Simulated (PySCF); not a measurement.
# HBrN2, a complex of two parts: interaction energy

What interaction energy should one expect for `Br` with `N#N`?

Programs: PySCF 2.14.0. All values are calculated, for the isolated system unless a continuum is named. Atoms count from 0, parts from 1.

## Step 1: The system as given

4 atoms, charge 0, multiplicity 1; geometry: GFN2-xTB. Parts: 1 = atoms 0–1, `Br`, charge 0; 2 = atoms 2–3, `N#N`, charge 0.

## Step 2: Geometry optimisation at PBE0-D3(BJ)/def2-TZVPD

What the job is given:

```
{"job": {"xc": "PBE0", "basis": "def2-TZVPD", "d3": "d3bj", "grid": 3, "kind": "geom", "shake": 0.01}, "charge": 0, "multiplicity": 1, "parts": [{"atoms": "0-1", "charge": 0, "multiplicity": 1}, {"atoms": "2-3", "charge": 0, "multiplicity": 1}]}
Br     0.825242     0.112570     0.157181
H     -0.552495    -0.045231    -0.197846
N     -2.530768    -0.289461    -0.683564
N     -3.538692    -0.417254    -0.922792
```

On the command line:

```sh
> OMP_NUM_THREADS=1 python cluster_run.py task.json out
```

One launch serves the whole session: the jobs run in the order shown.

Output:

```text
step   0  E = -2683.90086828  max force = 0.158177
step   1  E = -2683.90757140  max force = 0.029058
step   2  E = -2683.90812205  max force = 0.010025
step   3  E = -2683.90848923  max force = 0.007418
step   4  E = -2683.90860347  max force = 0.007949
step   5  E = -2683.90867420  max force = 0.003489
step   6  E = -2683.90868433  max force = 0.000436
optimisation converged
```

It took 41 s on 1 thread of Arm Neoverse V1, shared host; peak memory 0.52 GiB.

Along the way:

```csv
step,energy from step 0 (eV),largest force component (eV/Å)
0,0.0000,8.1338
1,-0.1824,1.4942
2,-0.1974,0.5155
3,-0.2074,0.3814
4,-0.2105,0.4088
5,-0.2124,0.1794
6,-0.2127,0.0224
```

Close pairs (by a distance rule), those that changed most:

```
  bond  before (Å)  after (Å)  change (Å)
 N2–N3       1.044      1.089      +0.045
Br0–H1       1.431      1.423      -0.009
```

The next job starts from the end point, and lists it.

```csv
at the end point,value
"rotational constants (GHz, main isotopes)","2437.0, 1.234, 1.233"
dipole moment (D),1.23
```

Contacts at the end point (a selection, picked against the atoms' radii; other short pairs can be missing):

```csv
atoms,distance (Å),kind (by distance and angle),angle (°)
H1···N2,2.45,hydrogen bond,173
```

Against the parts relaxed at this level the binding energy is -1.32 kcal/mol, without counterpoise.

## Step 3: Coupled-cluster interaction energy: CCSD(T) and MP2, 2.45 Å

What the job is given:

```
{"job": {"kind": "intercc", "basis": "aug-cc-pVDZ", "basis_mid": "aug-cc-pVTZ", "basis_large": "aug-cc-pVQZ"}, "charge": 0, "multiplicity": 1, "parts": [{"atoms": "0-1", "charge": 0, "multiplicity": 1}, {"atoms": "2-3", "charge": 0, "multiplicity": 1}]}
Br     1.009243     0.111805     0.237557
H     -0.334886     0.032443    -0.221282
N     -2.705711    -0.283315    -0.767877
N     -3.765353    -0.500306    -0.895423
```

Level: CCSD(T)/aug-cc-pVDZ and MP2/aug-cc-pVTZ, aug-cc-pVQZ counterpoise interaction energy, frozen core, gas phase.

Output:

```text
part 1, own basis, geometry of the cluster
final grid: 18448 points
cycle   1  E = -2573.0327648222  dE = -1.134e+00  |g| = 2.013e-01  |ddm| = 2.390e+00
cycle   2  E = -2573.0470064327  dE = -1.424e-02  |g| = 7.287e-02  |ddm| = 4.294e-01
cycle   3  E = -2573.0485389678  dE = -1.533e-03  |g| = 1.678e-02  |ddm| = 9.657e-02
cycle   4  E = -2573.0487082446  dE = -1.693e-04  |g| = 5.769e-03  |ddm| = 2.775e-02
cycle   5  E = -2573.0487294760  dE = -2.123e-05  |g| = 1.786e-03  |ddm| = 8.698e-03
cycle   6  E = -2573.0487317833  dE = -2.307e-06  |g| = 3.115e-04  |ddm| = 3.642e-03
cycle   7  E = -2573.0487318563  dE = -7.297e-08  |g| = 5.026e-05  |ddm| = 9.187e-04
cycle   8  E = -2573.0487318575  dE = -1.202e-09  |g| = 7.044e-06  |ddm| = 1.180e-04
cycle   9  E = -2573.0487318575  dE = -3.911e-11  |g| = 1.082e-06  |ddm| = 2.751e-05
converged SCF energy = -2573.0487318575

part 2, own basis, geometry of the cluster
final grid: 21984 points
cycle   1  E = -108.9653622431  dE =  7.768e-02  |g| = 2.932e-01  |ddm| = 2.640e+00
cycle   2  E = -108.9845219411  dE = -1.916e-02  |g| = 9.142e-02  |ddm| = 5.310e-01
cycle   3  E = -108.9859915655  dE = -1.470e-03  |g| = 1.584e-02  |ddm| = 1.263e-01
cycle   4  E = -108.9860875016  dE = -9.594e-05  |g| = 1.927e-03  |ddm| = 3.857e-02
cycle   5  E = -108.9860885866  dE = -1.085e-06  |g| = 1.977e-04  |ddm| = 4.667e-03
cycle   6  E = -108.9860886069  dE = -2.030e-08  |g| = 4.489e-05  |ddm| = 5.103e-04
cycle   7  E = -108.9860886081  dE = -1.127e-09  |g| = 4.584e-06  |ddm| = 1.515e-04
cycle   8  E = -108.9860886081  dE = -8.868e-12  |g| = 3.123e-07  |ddm| = 1.923e-05
converged SCF energy = -108.9860886081

part 1, own basis, relaxed alone
final grid: 18448 points
cycle   1  E = -2573.0328232138  dE = -1.132e+00  |g| = 2.013e-01  |ddm| = 2.392e+00
cycle   2  E = -2573.0470368610  dE = -1.421e-02  |g| = 7.277e-02  |ddm| = 4.297e-01
cycle   3  E = -2573.0485645627  dE = -1.528e-03  |g| = 1.675e-02  |ddm| = 9.648e-02
cycle   4  E = -2573.0487333795  dE = -1.688e-04  |g| = 5.751e-03  |ddm| = 2.772e-02
cycle   5  E = -2573.0487544785  dE = -2.110e-05  |g| = 1.782e-03  |ddm| = 8.669e-03
cycle   6  E = -2573.0487567667  dE = -2.288e-06  |g| = 3.107e-04  |ddm| = 3.626e-03
cycle   7  E = -2573.0487568393  dE = -7.258e-08  |g| = 5.008e-05  |ddm| = 9.165e-04
cycle   8  E = -2573.0487568405  dE = -1.181e-09  |g| = 7.039e-06  |ddm| = 1.178e-04
cycle   9  E = -2573.0487568405  dE = -2.683e-11  |g| = 1.080e-06  |ddm| = 2.751e-05
converged SCF energy = -2573.0487568405

part 2, own basis, relaxed alone
final grid: 21984 points
cycle   1  E = -108.9652960393  dE =  7.668e-02  |g| = 2.933e-01  |ddm| = 2.639e+00
cycle   2  E = -108.9844758847  dE = -1.918e-02  |g| = 9.147e-02  |ddm| = 5.313e-01
cycle   3  E = -108.9859473414  dE = -1.471e-03  |g| = 1.585e-02  |ddm| = 1.263e-01
cycle   4  E = -108.9860434044  dE = -9.606e-05  |g| = 1.928e-03  |ddm| = 3.859e-02
cycle   5  E = -108.9860444906  dE = -1.086e-06  |g| = 1.977e-04  |ddm| = 4.670e-03
cycle   6  E = -108.9860445109  dE = -2.030e-08  |g| = 4.490e-05  |ddm| = 5.101e-04
cycle   7  E = -108.9860445120  dE = -1.128e-09  |g| = 4.587e-06  |ddm| = 1.515e-04
cycle   8  E = -108.9860445120  dE = -9.038e-12  |g| = 3.126e-07  |ddm| = 1.923e-05
converged SCF energy = -108.9860445120

cluster
final grid: 5192 points
cycle   1  E = -2682.0346910762  dE = -7.347e-04  |g| = 1.543e-02  |ddm| = 7.104e-01
cycle   2  E = -2682.0347396183  dE = -4.854e-05  |g| = 1.195e-02  |ddm| = 8.574e-02
cycle   3  E = -2682.0347674767  dE = -2.786e-05  |g| = 2.470e-03  |ddm| = 1.365e-02
cycle   4  E = -2682.0347704490  dE = -2.972e-06  |g| = 3.408e-04  |ddm| = 1.136e-02
cycle   5  E = -2682.0347705285  dE = -7.949e-08  |g| = 1.115e-04  |ddm| = 1.425e-03
cycle   6  E = -2682.0347705351  dE = -6.594e-09  |g| = 2.838e-05  |ddm| = 3.873e-04
cycle   7  E = -2682.0347705356  dE = -4.748e-10  |g| = 9.683e-06  |ddm| = 8.074e-05
converged SCF energy = -2682.0347705356

part 1 in the basis of the cluster
final grid: 5192 points
cycle   1  E = -2573.0487392293  dE = -1.012e-05  |g| = 5.052e-04  |ddm| = 1.561e-01
cycle   2  E = -2573.0487393070  dE = -7.769e-08  |g| = 7.099e-05  |ddm| = 1.300e-02
cycle   3  E = -2573.0487393088  dE = -1.768e-09  |g| = 2.181e-05  |ddm| = 1.572e-03
cycle   4  E = -2573.0487393088  dE = -6.230e-11  |g| = 3.346e-06  |ddm| = 1.079e-04
converged SCF energy = -2573.0487393088

part 2 in the basis of the cluster
final grid: 5192 points
cycle   1  E = -108.9861810481  dE = -9.223e-05  |g| = 1.668e-03  |ddm| = 6.641e-01
cycle   2  E = -108.9861820100  dE = -9.619e-07  |g| = 2.225e-04  |ddm| = 6.671e-02
cycle   3  E = -108.9861820319  dE = -2.192e-08  |g| = 3.116e-05  |ddm| = 9.909e-03
cycle   4  E = -108.9861820322  dE = -2.834e-10  |g| = 2.286e-05  |ddm| = 4.391e-04
converged SCF energy = -108.9861820322

Interaction energy (kcal/mol)
  counterpoise       -1.263
  uncorrected        -1.903
  dispersion part     0.000
  deformation         0.041
  binding            -1.223

Decomposition of the uncorrected value (kcal/mol)
  electrostatic      -1.293
  Pauli               1.833
  orbital            -0.511
  dispersion          0.000
  correlation        -1.933

Charge of each part in the cluster: -0.006 0.006
part 1, own basis, geometry of the cluster
final grid: 18448 points
cycle   1  E = -2573.0351838801  dE = -1.145e+00  |g| = 2.274e-01  |ddm| = 6.963e+00
cycle   2  E = -2573.0498448376  dE = -1.466e-02  |g| = 8.731e-02  |ddm| = 4.700e-01
cycle   3  E = -2573.0514596903  dE = -1.615e-03  |g| = 1.665e-02  |ddm| = 1.289e-01
cycle   4  E = -2573.0516365267  dE = -1.768e-04  |g| = 5.370e-03  |ddm| = 4.080e-02
cycle   5  E = -2573.0516591638  dE = -2.264e-05  |g| = 1.698e-03  |ddm| = 1.463e-02
cycle   6  E = -2573.0516607580  dE = -1.594e-06  |g| = 3.934e-04  |ddm| = 4.427e-03
cycle   7  E = -2573.0516608407  dE = -8.269e-08  |g| = 7.551e-05  |ddm| = 1.239e-03
cycle   8  E = -2573.0516608430  dE = -2.256e-09  |g| = 1.017e-05  |ddm| = 2.398e-04
cycle   9  E = -2573.0516608431  dE = -8.322e-11  |g| = 1.624e-06  |ddm| = 3.685e-05
converged SCF energy = -2573.0516608431

part 2, own basis, geometry of the cluster
final grid: 21984 points
cycle   1  E = -108.9725250422  dE =  7.504e-02  |g| = 2.930e-01  |ddm| = 2.703e+00
cycle   2  E = -108.9914247629  dE = -1.890e-02  |g| = 9.263e-02  |ddm| = 5.047e-01
cycle   3  E = -108.9928985411  dE = -1.474e-03  |g| = 1.613e-02  |ddm| = 1.179e-01
cycle   4  E = -108.9929958818  dE = -9.734e-05  |g| = 2.089e-03  |ddm| = 3.690e-02
cycle   5  E = -108.9929971318  dE = -1.250e-06  |g| = 2.044e-04  |ddm| = 4.577e-03
cycle   6  E = -108.9929971532  dE = -2.142e-08  |g| = 4.628e-05  |ddm| = 4.825e-04
cycle   7  E = -108.9929971544  dE = -1.149e-09  |g| = 4.908e-06  |ddm| = 1.254e-04
cycle   8  E = -108.9929971544  dE = -1.035e-11  |g| = 3.842e-07  |ddm| = 1.213e-05
converged SCF energy = -108.9929971544

part 1, own basis, relaxed alone
final grid: 18448 points
cycle   1  E = -2573.0352439488  dE = -1.144e+00  |g| = 2.274e-01  |ddm| = 6.965e+00
cycle   2  E = -2573.0498765618  dE = -1.463e-02  |g| = 8.727e-02  |ddm| = 4.701e-01
cycle   3  E = -2573.0514871669  dE = -1.611e-03  |g| = 1.663e-02  |ddm| = 1.291e-01
cycle   4  E = -2573.0516635897  dE = -1.764e-04  |g| = 5.350e-03  |ddm| = 4.069e-02
cycle   5  E = -2573.0516861308  dE = -2.254e-05  |g| = 1.679e-03  |ddm| = 1.458e-02
cycle   6  E = -2573.0516876910  dE = -1.560e-06  |g| = 3.916e-04  |ddm| = 4.377e-03
cycle   7  E = -2573.0516877726  dE = -8.165e-08  |g| = 7.526e-05  |ddm| = 1.231e-03
cycle   8  E = -2573.0516877749  dE = -2.258e-09  |g| = 1.017e-05  |ddm| = 2.391e-04
cycle   9  E = -2573.0516877749  dE = -6.685e-11  |g| = 1.623e-06  |ddm| = 3.682e-05
converged SCF energy = -2573.0516877749

part 2, own basis, relaxed alone
final grid: 21984 points
cycle   1  E = -108.9724561774  dE =  7.404e-02  |g| = 2.932e-01  |ddm| = 2.702e+00
cycle   2  E = -108.9913760997  dE = -1.892e-02  |g| = 9.268e-02  |ddm| = 5.049e-01
cycle   3  E = -108.9928517505  dE = -1.476e-03  |g| = 1.613e-02  |ddm| = 1.180e-01
cycle   4  E = -108.9929492209  dE = -9.747e-05  |g| = 2.090e-03  |ddm| = 3.692e-02
cycle   5  E = -108.9929504722  dE = -1.251e-06  |g| = 2.044e-04  |ddm| = 4.579e-03
cycle   6  E = -108.9929504936  dE = -2.142e-08  |g| = 4.629e-05  |ddm| = 4.824e-04
cycle   7  E = -108.9929504948  dE = -1.150e-09  |g| = 4.910e-06  |ddm| = 1.254e-04
cycle   8  E = -108.9929504948  dE = -1.009e-11  |g| = 3.845e-07  |ddm| = 1.213e-05
converged SCF energy = -108.9929504948

cluster
final grid: 5192 points
cycle   1  E = -2682.0444610922  dE = -7.002e-04  |g| = 1.548e-02  |ddm| = 6.178e-01
cycle   2  E = -2682.0445123363  dE = -5.124e-05  |g| = 1.192e-02  |ddm| = 5.145e-02
cycle   3  E = -2682.0445400824  dE = -2.775e-05  |g| = 2.546e-03  |ddm| = 1.382e-02
cycle   4  E = -2682.0445432237  dE = -3.141e-06  |g| = 3.599e-04  |ddm| = 7.528e-03
cycle   5  E = -2682.0445433064  dE = -8.272e-08  |g| = 1.281e-04  |ddm| = 1.238e-03
cycle   6  E = -2682.0445433143  dE = -7.932e-09  |g| = 3.316e-05  |ddm| = 3.786e-04
cycle   7  E = -2682.0445433148  dE = -5.348e-10  |g| = 1.168e-05  |ddm| = 9.306e-05
converged SCF energy = -2682.0445433148

part 1 in the basis of the cluster
final grid: 5192 points
cycle   1  E = -2573.0516612240  dE = -2.187e-06  |g| = 2.242e-04  |ddm| = 1.336e-01
cycle   2  E = -2573.0516612409  dE = -1.685e-08  |g| = 2.701e-05  |ddm| = 1.019e-02
cycle   3  E = -2573.0516612412  dE = -3.315e-10  |g| = 5.408e-06  |ddm| = 1.140e-03
converged SCF energy = -2573.0516612412

part 2 in the basis of the cluster
final grid: 5192 points
cycle   1  E = -108.9930190269  dE = -2.161e-05  |g| = 7.478e-04  |ddm| = 5.884e-01
cycle   2  E = -108.9930191990  dE = -1.721e-07  |g| = 7.725e-05  |ddm| = 4.078e-02
cycle   3  E = -108.9930192015  dE = -2.478e-09  |g| = 5.387e-06  |ddm| = 3.674e-03
cycle   4  E = -108.9930192015  dE = -1.103e-11  |g| = 3.228e-06  |ddm| = 2.228e-04
converged SCF energy = -108.9930192015

Interaction energy (kcal/mol)
  counterpoise       -1.329
  uncorrected        -1.799
  dispersion part     0.000
  deformation         0.041
  binding            -1.288

Decomposition of the uncorrected value (kcal/mol)
  electrostatic      -1.270
  Pauli               1.832
  orbital            -0.491
  dispersion          0.000
  correlation        -1.870

Charge of each part in the cluster: -0.006 0.006
part 1 in the basis of the cluster: E(HF) = -2572.973874045  E2 = -0.151436432  E(CCSD corr) = -0.165482404  (T) = -0.003873476
part 2 in the basis of the cluster: E(HF) = -108.961627746  E2 = -0.315023534  E(CCSD corr) = -0.318275534  (T) = -0.013182851
cluster: E(HF) = -2681.935370488  E2 = -0.468398043  E(CCSD corr) = -0.485073430  (T) = -0.017288720

Counterpoise interaction energy (kcal/mol)
  hf_small                   0.082
  mp2_small                 -1.134
  ccsd_small                -0.743
  ccsdt_small               -0.889
  hf_large                   0.086
  mp2_large                 -1.329
  hf_middle                  0.095
  mp2_middle                -1.263
  scs_mp2_large             -1.017
  mp2_limit                 -1.370
  ccsdt_less_mp2             0.245
  ccsdt_limit_estimate      -1.125
  bsse_mp2_large             0.470
```

It took 80 s on 1 thread of Arm Neoverse V1, shared host; peak memory 0.88 GiB.

Contacts at this geometry (a selection, picked against the atoms' radii; other short pairs can be missing):

```
  atoms  distance (Å)  kind (by distance and angle)  angle (°)
H1···N2          2.45                 hydrogen bond        173
```

Differences are taken before rounding.

| method | interaction energy (kcal/mol) | from CCSD(T), limit estimate (kcal/mol) |
| --- | --- | --- |
| HF/aug-cc-pVDZ | 0.08 | +1.21 |
| MP2/aug-cc-pVDZ | -1.13 | -0.01 |
| CCSD/aug-cc-pVDZ | -0.74 | +0.38 |
| CCSD(T)/aug-cc-pVDZ | -0.89 | +0.24 |
| HF/aug-cc-pVQZ | 0.09 | +1.21 |
| MP2/aug-cc-pVQZ | -1.33 | -0.20 |
| SCS-MP2/aug-cc-pVQZ | -1.02 | +0.11 |
| MP2, extrapolated | -1.37 | -0.24 |
| CCSD(T), limit estimate | -1.13 | 0 |

## Step 4: Coupled-cluster interaction energy: CCSD(T) and MP2, 2.58 Å

Settings changed since step 3:

```diff
@@ -3,3 +3,3 @@
 H     -0.334886     0.032443    -0.221282
-N     -2.705711    -0.283315    -0.767877
-N     -3.765353    -0.500306    -0.895423
+N     -2.824252    -0.299103    -0.795207
+N     -3.883894    -0.516094    -0.922753
```

Method: CCSD(T)/aug-cc-pVDZ and MP2/aug-cc-pVTZ, aug-cc-pVQZ counterpoise interaction energy, frozen core, gas phase.

Output:

```text
part 1, own basis, geometry of the cluster: E = -2573.0487318575 (as before)

part 2, own basis, geometry of the cluster: E = -108.9860886081 (as before)

part 1, own basis, relaxed alone: E = -2573.0487568405 (as before)

part 2, own basis, relaxed alone: E = -108.9860445120 (as before)

cluster
final grid: 5192 points
cycle   1  E = -2682.0350469184  dE = -5.057e-04  |g| = 1.356e-02  |ddm| = 6.524e-01
cycle   2  E = -2682.0350790650  dE = -3.215e-05  |g| = 1.080e-02  |ddm| = 7.945e-02
cycle   3  E = -2682.0351015234  dE = -2.246e-05  |g| = 1.968e-03  |ddm| = 1.213e-02
cycle   4  E = -2682.0351034522  dE = -1.929e-06  |g| = 2.784e-04  |ddm| = 1.016e-02
cycle   5  E = -2682.0351035028  dE = -5.053e-08  |g| = 9.386e-05  |ddm| = 1.251e-03
cycle   6  E = -2682.0351035072  dE = -4.391e-09  |g| = 2.443e-05  |ddm| = 3.577e-04
cycle   7  E = -2682.0351035075  dE = -3.406e-10  |g| = 8.234e-06  |ddm| = 6.624e-05
converged SCF energy = -2682.0351035075

part 1 in the basis of the cluster
final grid: 5192 points
cycle   1  E = -2573.0487383844  dE = -8.927e-06  |g| = 4.672e-04  |ddm| = 1.299e-01
cycle   2  E = -2573.0487384542  dE = -6.974e-08  |g| = 6.448e-05  |ddm| = 1.062e-02
cycle   3  E = -2573.0487384557  dE = -1.581e-09  |g| = 1.891e-05  |ddm| = 1.312e-03
cycle   4  E = -2573.0487384558  dE = -6.230e-11  |g| = 3.088e-06  |ddm| = 8.743e-05
converged SCF energy = -2573.0487384558

part 2 in the basis of the cluster
final grid: 5192 points
cycle   1  E = -108.9861728872  dE = -8.410e-05  |g| = 1.618e-03  |ddm| = 6.178e-01
cycle   2  E = -108.9861737901  dE = -9.029e-07  |g| = 2.182e-04  |ddm| = 6.362e-02
cycle   3  E = -108.9861738109  dE = -2.085e-08  |g| = 2.932e-05  |ddm| = 9.489e-03
cycle   4  E = -108.9861738112  dE = -2.589e-10  |g| = 2.123e-05  |ddm| = 3.983e-04
converged SCF energy = -108.9861738112

Interaction energy (kcal/mol)
  counterpoise       -1.223
  uncorrected        -1.785
  dispersion part     0.000
  deformation         0.041
  binding            -1.183

Decomposition of the uncorrected value (kcal/mol)
  electrostatic      -0.998
  Pauli               1.171
  orbital            -0.353
  dispersion          0.000
  correlation        -1.606

Charge of each part in the cluster: -0.004 0.004
part 1, own basis, geometry of the cluster: E = -2573.0516608431 (as before)

part 2, own basis, geometry of the cluster: E = -108.9929971544 (as before)

part 1, own basis, relaxed alone: E = -2573.0516877749 (as before)

part 2, own basis, relaxed alone: E = -108.9929504948 (as before)

cluster
final grid: 5192 points
cycle   1  E = -2682.0448209878  dE = -4.696e-04  |g| = 1.359e-02  |ddm| = 5.727e-01
cycle   2  E = -2682.0448552169  dE = -3.423e-05  |g| = 1.077e-02  |ddm| = 4.555e-02
cycle   3  E = -2682.0448775850  dE = -2.237e-05  |g| = 2.035e-03  |ddm| = 1.218e-02
cycle   4  E = -2682.0448796458  dE = -2.061e-06  |g| = 2.950e-04  |ddm| = 6.289e-03
cycle   5  E = -2682.0448796980  dE = -5.211e-08  |g| = 1.081e-04  |ddm| = 1.021e-03
cycle   6  E = -2682.0448797033  dE = -5.331e-09  |g| = 2.837e-05  |ddm| = 3.240e-04
cycle   7  E = -2682.0448797037  dE = -3.870e-10  |g| = 9.900e-06  |ddm| = 7.839e-05
converged SCF energy = -2682.0448797037

part 1 in the basis of the cluster
final grid: 5192 points
cycle   1  E = -2573.0516611927  dE = -1.919e-06  |g| = 2.078e-04  |ddm| = 1.199e-01
cycle   2  E = -2573.0516612078  dE = -1.503e-08  |g| = 2.494e-05  |ddm| = 8.963e-03
cycle   3  E = -2573.0516612081  dE = -2.838e-10  |g| = 4.332e-06  |ddm| = 1.006e-03
converged SCF energy = -2573.0516612081

part 2 in the basis of the cluster
final grid: 5192 points
cycle   1  E = -108.9930161629  dE = -1.879e-05  |g| = 6.966e-04  |ddm| = 5.504e-01
cycle   2  E = -108.9930163145  dE = -1.516e-07  |g| = 7.221e-05  |ddm| = 3.671e-02
cycle   3  E = -108.9930163167  dE = -2.192e-09  |g| = 5.431e-06  |ddm| = 3.245e-03
cycle   4  E = -108.9930163167  dE = -7.702e-12  |g| = 4.005e-06  |ddm| = 2.118e-04
converged SCF energy = -108.9930163167

Interaction energy (kcal/mol)
  counterpoise       -1.272
  uncorrected        -1.667
  dispersion part     0.000
  deformation         0.041
  binding            -1.232

Decomposition of the uncorrected value (kcal/mol)
  electrostatic      -0.981
  Pauli               1.172
  orbital            -0.332
  dispersion          0.000
  correlation        -1.527

Charge of each part in the cluster: -0.004 0.004
part 1 in the basis of the cluster: E(HF) = -2572.973864671  E2 = -0.151366586  E(CCSD corr) = -0.165412408  (T) = -0.003867519
part 2 in the basis of the cluster: E(HF) = -108.961608157  E2 = -0.314971460  E(CCSD corr) = -0.318225140  (T) = -0.013176605
cluster: E(HF) = -2681.935686884  E2 = -0.467934146  E(CCSD corr) = -0.484731574  (T) = -0.017234182

Counterpoise interaction energy (kcal/mol)
  hf_small                  -0.134
  mp2_small                 -1.136
  ccsd_small                -0.821
  ccsdt_small               -0.940
  hf_large                  -0.127
  mp2_large                 -1.272
  hf_middle                 -0.120
  mp2_middle                -1.223
  scs_mp2_large             -1.022
  mp2_limit                 -1.303
  ccsdt_less_mp2             0.196
  ccsdt_limit_estimate      -1.108
  bsse_mp2_large             0.394
```

Run time: 81 s. Hardware: 1 thread of Arm Neoverse V1, shared host; peak memory 0.9 GiB.

Contacts at this geometry (a selection, picked against the atoms' radii; other short pairs can be missing):

```
  atoms  distance (Å)  kind (by distance and angle)  angle (°)
H1···N2          2.58  inside the van der Waals sum          –
```

Differences are taken before rounding.

```
                 method  interaction energy (kcal/mol)  from CCSD(T), limit estimate (kcal/mol)
         HF/aug-cc-pVDZ                          -0.13                                    +0.97
        MP2/aug-cc-pVDZ                          -1.14                                    -0.03
       CCSD/aug-cc-pVDZ                          -0.82                                    +0.29
    CCSD(T)/aug-cc-pVDZ                          -0.94                                    +0.17
         HF/aug-cc-pVQZ                          -0.13                                    +0.98
        MP2/aug-cc-pVQZ                          -1.27                                    -0.16
    SCS-MP2/aug-cc-pVQZ                          -1.02                                    +0.09
      MP2, extrapolated                          -1.30                                    -0.20
CCSD(T), limit estimate                          -1.11                                        0
```

(Part 1 of 3 ends here.)
